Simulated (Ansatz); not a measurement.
Dissociation curve of OH, doublet.

Method: full CI/aug-cc-pVDZ, frozen core run with Ansatz (a first-principles code).

Relative to R = 0.99 Å, what are the energies at R = 1.03, 1.08, 1.30, 1.59 Å?

1.1 kcal/mol at 1.03 Å, 4.3 kcal/mol at 1.08 Å, 28.1 kcal/mol at 1.30 Å, 60.7 kcal/mol at 1.59 Å.
